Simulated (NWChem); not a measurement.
**CH2NO (SMILES C=N[O]): UCC2/pcseg-1**

What is the vertical doublet–quartet gap of CH2NO at UCC2/pcseg-1? 

Program for the calculation: NWChem 7.3.0.

## Step 1: The structure to begin with

CH2NO: 5 atoms, total charge 0, spin state doublet. As SMILES, `C=N[O]`. Geometry: relaxed at GFN2-xTB.

Bond lengths: C1–N2 1.249 Å, N2–O3 1.213 Å, C1–H4 1.088 Å, C1–H5 1.076 Å. Angles: C1–N2–O3 141.9°, N2–C1–H4 123.2°, N2–C1–H5 118.4°, H4–C1–H5 118.4°.

## Step 2: The energy at UCC2/pcseg-1

File ch2no.nw:

```
start ch2no
title "CH2NO cc2"
memory total 2200 mb

geometry units angstrom
zmatrix
  C
  N 1 r2
  O 2 r3 1 a3
  H 1 r4 2 a4 3 d4
  H 1 r5 4 a5 2 d5
variables
  r2 1.249153
  r3 1.212852
  a3 141.93609
  r4 1.088063
  a4 123.19773
  d4 0.12063
  r5 1.076071
  a5 118.4463
  d5 179.89329
end
end

basis spherical bse
* library pcseg-1
end

scf
doublet
uhf
maxiter 60
print medium
end

tce
scf
cc2
freeze core 3
maxiter 100
end

task tce energy
```

Command:

```
nwchem ch2no.nw > ch2no.out
```

Standard output:

```text
[...]
 Group name             Cs
[...]
  functions       =    52
[...]
  wavefunction    = UHF
[...]
         Total SCF energy =   -168.187519625755
      One electron energy =   -359.129656422952
      Two electron energy =    125.163797275588
 Nuclear repulsion energy =     65.778339521608
                       Sz =      0.5000
                 Sz(Sz+1) =      0.7500
                      S^2 =      0.9420
[...]
         Wavefunction type : Unrestricted Hartree-Fock
          No. of electrons :    23
[...]
         Spin multiplicity : doublet
[...]
```

It took 5.7 s on 1 thread of AMD EPYC 9R45 (Zen 5), shared host; peak memory 0.27 GiB.

## Step 3: The quartet, same level

File ch2no.nw:

```
start ch2no
title "CH2NO cc2"
memory stack 880 mb heap 220 mb global 1100 mb

geometry noautosym nocenter
 zmatrix
   C
   N 1 1.249153
   O 2 1.212852 1 141.93609
   H 1 1.088063 2 123.19773 3 0.12063
   H 1 1.076071 4 118.4463 2 179.89329
 end
end

basis "ao basis" spherical bse
 * library pcseg-1
end

scf
 nopen 3
 uhf
 maxiter 80
end

tce
 scf
 cc2
 freeze core 3
 maxiter 100
end

task tce energy
```

Command:

```
nwchem ch2no.nw > ch2no.out
```

Standard output:

```text
[...]
  functions       =    52
[...]
  wavefunction    = UHF
[...]
         Total SCF energy =   -168.077047570159
      One electron energy =   -359.000572707013
      Two electron energy =    125.145202863993
 Nuclear repulsion energy =     65.778322272861
                       Sz =      1.5000
                 Sz(Sz+1) =      3.7500
                      S^2 =      3.7879
[...]
         Wavefunction type : Unrestricted Hartree-Fock
          No. of electrons :    23
[...]
         Spin multiplicity : quartet
[...]
```

Run time: 5.1 s. Hardware: 1 thread of AMD EPYC 9R45 (Zen 5), shared host; peak memory 0.3 GiB.

## Step 4: Outcome

Level: UCC2/pcseg-1, 3 core orbitals frozen.

```
                                                           quantity          value
                         doublet: ground-state or mean-field energy  -168.66304 Eh
doublet: HOMO energy (Hartree–Fock orbitals) (highest over α and β)      -10.96 eV
 doublet: LUMO energy (Hartree–Fock orbitals) (lowest over α and β)        2.68 eV
               doublet: correlation energy (3 core orbitals frozen)     -475.5 mEh
                         doublet: ⟨S²⟩ of the reference determinant          0.942
                         quartet: ground-state or mean-field energy  -168.50926 Eh
quartet: HOMO energy (Hartree–Fock orbitals) (highest over α and β)       -7.63 eV
 quartet: LUMO energy (Hartree–Fock orbitals) (lowest over α and β)        1.03 eV
               quartet: correlation energy (3 core orbitals frozen)     -432.2 mEh
                         quartet: ⟨S²⟩ of the reference determinant          3.788
                   vertical energy of the quartet above the doublet       4.184 eV
```

At this shape the quartet lies 4.18 eV (96 kcal/mol) above the doublet. ⟨S²⟩ (doublet) is 0.94 where a pure doublet has 0.75: the reference is spin-contaminated. Mulliken charges (doublet) run from -0.30 on O3 to +0.14 on H4; they depend strongly on the basis. Mulliken charges (quartet) run from -0.22 on O3 to +0.15 on H4; they depend strongly on the basis.
